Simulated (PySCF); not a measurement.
Species: phosphabenzene, C₅H₅P.
InChI=1S/C5H5P/c1-2-4-6-5-3-1/h1-5H

Level of theory: PySCF 2.14.0, PBE0-D3(BJ)/def2-SVP geometry optimisation, gas phase.

Masses are those of the commonest isotopes; rigid-rotor values at the optimised geometry. 

Give the principal moments of inertia and the rotational constants in cm⁻¹.

Ia = 98.90, Ib = 144.55, Ic = 243.45 u·Å²; 505379 MHz·u·Å²/I gives 5110, 3496 and 2076 MHz, that is A = 0.17044, B = 0.11662, C = 0.06924 cm⁻¹.

What kind of rotor is it?

An asymmetric top. Ray's parameter κ = (2B − A − C)/(A − C) = -0.064; −1 is the prolate and +1 the oblate limit.

What does the inertial defect say?

Planar: Δ = Ic − Ia − Ib = 0.00 u·Å². For a rigid frame Δ = −2 Σ m c², so it vanishes when all atoms lie in the ab plane; here none is more than 0.01 Å from it.

List the rotational levels J(Ka,Kc) to J = 5 (MHz).

Above 0(0,0):
J = 1: 1(0,1) 5572, 1(1,1) 7186, 1(1,0) 8606
J = 2: 2(0,2) 16106, 2(1,2) 16910, 2(1,1) 21171, 2(2,1) 26011, 2(2,0) 26622
J = 3: 3(0,3) 30879, 3(1,3) 31169, 3(1,2) 39508, 3(2,2) 42728, 3(2,1) 45282, 3(3,1) 54673, 3(3,0) 54856
J = 4: 4(0,4) 49675, 4(1,4) 49761, 4(1,3) 62844, 4(2,3) 64519, 4(2,2) 70521, 4(3,2) 77817, 4(3,1) 78939, 4(4,1) 93398, 4(4,0) 93443
J = 5: 5(0,5) 72549, 5(1,5) 72572, 5(1,4) 90368, 5(2,4) 91045, 5(2,3) 101707, 5(3,3) 106557, 5(3,2) 110057, 5(4,2) 122595, 5(4,1) 122966, 5(5,1) 142296, 5(5,0) 142306

Which lines would a microwave search look for?

The dipole components are |μa| = 1.67 D, |μb| = 0.00 D, |μc| = 0.00 D; the symmetry axis of this C2v structure is a, so μb and μc vanish by symmetry and there are no b-type or c-type lines. Some lines, for components of 0.1 D or more:

```tsv
type	branch	J(Ka,Kc)	MHz	lower level (cm⁻¹)
a	Q	5(4,1) ← 5(4,2)	372	4.089
a	Q	4(3,1) ← 4(3,2)	1122	2.596
a	Q	3(2,1) ← 3(2,2)	2554	1.425
a	R	1(0,1) ← 0(0,0)	5572	0.000
a	Q	4(2,2) ← 4(2,3)	6002	2.152
a	R	2(0,2) ← 1(0,1)	10533	0.186
a	R	3(2,2) ← 2(2,1)	16717	0.868
a	Q	5(1,4) ← 5(1,5)	17796	2.421
a	R	3(2,1) ← 2(2,0)	18660	0.888
a	R	4(0,4) ← 3(0,3)	18796	1.030
a	R	4(2,3) ← 3(2,2)	21791	1.425
a	R	5(1,5) ← 4(1,4)	22811	1.660
a	R	5(0,5) ← 4(0,4)	22874	1.657
a	R	4(3,2) ← 3(3,1)	23145	1.824
a	R	4(1,3) ← 3(1,2)	23335	1.318
a	R	5(2,4) ← 4(2,3)	26526	2.152
a	R	5(3,3) ← 4(3,2)	28739	2.596
a	R	5(4,2) ← 4(4,1)	29197	3.115
a	R	5(4,1) ← 4(4,0)	29523	3.117
a	R	5(3,2) ← 4(3,1)	31118	2.633
a	R	5(2,3) ← 4(2,2)	31187	2.352
```

PBE0-D3(BJ)/def2-SVP frequencies: not computed here. Constants of a rigid frame at the computed geometry: no zero-point averaging, no centrifugal distortion.
